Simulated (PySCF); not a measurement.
# Telling isomers of C3H5F2N apart by NMR

Method: GIAO PBE0/pcSseg-1 shieldings, geometry from PBE0-D3(BJ)/def2-SVP, J: B3LYP/pcJ-1 (spin–dipole term left out of most H,H and C,H couplings), in PySCF (one conformer, non-relativistic Hamiltonian, averaged over atoms made equivalent by symmetry, fast rotation or ring inversion, no solvent).

δ = σ(ref) − σ, references computed at the same level: TMS for ¹H (σref 31.27) and ¹³C (σref 184.41). Multiplet labels drop J under 1 Hz and among equivalent protons, and merge close values. Unscaled 3J(H,H) run several per cent high. Vicinal couplings that depend on rotamer populations or ring flexing (ring, CH–CH, X–H and H–F types) are those of the one conformer. One-bond C–F couplings are unscaled and too large by tens of Hz. Shifts are as computed. Against solution values, carbons near 30 ppm lie about +2 ppm off and those near 130 ppm about +5 ppm. Of 1211 compounds with measured shifts, 218 miss one by over three times the rms of a fit or turn the order of signals round; such compounds aren't used in these exercises. Across acyclic CH2–CH2 and CH–CH2 bonds, 3J(H,H) assumes equally populated rotamers. OH and NH positions are gas-phase values without hydrogen bonding to other molecules.

(1) Tabulate the signals of `FC(F)[C@@H]1CN1`, `C/N=C/C(F)F`, `[H]/N=C\CC(F)F` and their relative energies.

(2) What is the quickest way to tell FC(F)[C@@H]1CN1 from [H]/N=C\CC(F)F?

(3) What is the quickest way to tell C/N=C/C(F)F from [H]/N=C\CC(F)F?

(4) What is the quickest way to tell FC(F)[C@@H]1CN1 from C/N=C/C(F)F?

Answers

(1) 
```tsv
SMILES	carbon types	δC	δH	E rel. (kcal/mol)
FC(F)[C@@H]1CN1	2×CH 1×CH2	123.4, 30.4, 21.1	4.88 (td, 1H), 2.00 (m, 1H), 1.79 (dd, 1H), 1.42 (dd, 1H), -0.29 (br s, 1H)	11.8
C/N=C/C(F)F	2×CH 1×CH3	163.3, 118.1, 50.6	7.62 (dtq, 1H), 5.76 (td, 1H), 3.57 (td, 3H)	4.4
[H]/N=C\CC(F)F	2×CH 1×CH2	173.3, 117.3, 51.8	10.35 (br s, 1H), 7.71 (tt, 1H), 5.66 (tt, 1H), 2.35 (tdd, 2H)	0.0
```

Energies are electronic energies at PBE0/pcSseg-1 on these geometries, without zero-point or thermal terms, each for the one conformer computed, which needn't be the lowest.

(2) Both give the same number of carbon signals, with the same numbers of each carbon type, so the positions decide. The first has an aziridine ring carbon (CH) at 30.4 ppm, the second a C=N carbon (CH) at 173.3 ppm. Their most deshielded carbons lie at 123.4 and 173.3 ppm. In the proton spectra the most deshielded non-exchanging signals are 4.88 (td, J = 62.5, 7.7 Hz, 1H) and 7.71 (tt, J = 6.2, 1.0 Hz, 1H).

(3) Both give the same number of carbon signals, but DEPT or the intensities differ. The first has a methyl carbon bonded to N (CH3) at 50.6 ppm, the second an sp3 CH2 at 51.8 ppm. Their most deshielded carbons lie at 163.3 and 173.3 ppm.

(4) Both give the same number of carbon signals, but DEPT or the intensities differ. The first has an aziridine ring carbon (CH) at 30.4 ppm, the second a methyl carbon bonded to N (CH3) at 50.6 ppm. Their most deshielded carbons lie at 123.4 and 163.3 ppm. In the proton spectra the most deshielded non-exchanging signals are 4.88 (td, J = 62.5, 7.7 Hz, 1H) and 7.62 (dtq, J = 6.8, 2.7, 2.3 Hz, 1H).
